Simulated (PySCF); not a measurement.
SiH3PH2, H5PSi.
InChI=1S/H5PSi/c1-2/h1H2,2H3

Method: TDDFT wB97X-D/def2-SVPD, vertical, gas phase, core orbitals frozen in the response (PySCF 2.14.0, density-fitted response routines). Geometry: PBE0-D3(BJ)/def2-SVP; no solvent, vibrations or thermal averaging.

Relations used (vacuum, state to state): A = 0.6670 f ν̃² s⁻¹ (ν̃ in cm⁻¹); τ = 1/A; f = (2/3) ΔE |μ|² in atomic units; ∫σ dE = 109.76 f Mb·eV.

Only emission to the ground state at the vertical energy is counted.

Energies and rates of the computed singlets with f of 0.002 or more:

| state | E (eV) | A (s⁻¹) |
| --- | --- | --- |
| S1 | 6.71 | 2.78×10⁷ |
| S2 | 6.84 | 8.61×10⁷ |
| S3 | 7.07 | 5.55×10⁸ |
| S4 | 7.68 | 2.01×10⁷ |
| S5 | 7.70 | 5.39×10⁷ |
| S6 | 8.32 | 1.50×10⁸ |

Task: Go back from the rates to the oscillator strengths and transition dipoles.

Result: f = A / (0.6670 ν̃²), and |μ| follows from f:

```json
{"state": "S1", "f": "0.014", "|μ| (D)": "0.75", "τ": "36 ns", "main configurations (H = HOMO, L = LUMO)": "H→L+2 (93%)"}
{"state": "S2", "f": "0.042", "|μ| (D)": "1.28", "τ": "12 ns", "main configurations (H = HOMO, L = LUMO)": "H→L+1 (59%), H→L (35%)"}
{"state": "S3", "f": "0.256", "|μ| (D)": "3.09", "τ": "1.8 ns", "main configurations (H = HOMO, L = LUMO)": "H→L (51%), H→L+1 (34%)"}
{"state": "S4", "f": "0.0078", "|μ| (D)": "0.52", "τ": "50 ns", "main configurations (H = HOMO, L = LUMO)": "H→L+4 (90%)"}
{"state": "S5", "f": "0.021", "|μ| (D)": "0.85", "τ": "19 ns", "main configurations (H = HOMO, L = LUMO)": "H→L+3 (88%)"}
{"state": "S6", "f": "0.050", "|μ| (D)": "1.26", "τ": "6.7 ns", "main configurations (H = HOMO, L = LUMO)": "H-1→L (74%), H→L+5 (10%)"}
```

Task: How much energy does a mole of photons resonant with S3 carry?

Result: 7.071 eV × 96.485 = 682 kJ/mol (163 kcal/mol).

Task: What is the integrated cross-section of all computed states together?

Result: Σf = 0.391 over S1 to S6, so 109.76 × Σf ≈ 42.9 Mb·eV.

Task: Suppose S1 emitted 0.3 eV lower with the same transition dipole. How would A change?

Result: At fixed |μ|, A goes as the cube of the energy: (6.41/6.71)³ = 0.87, which makes τ about 41 ns.
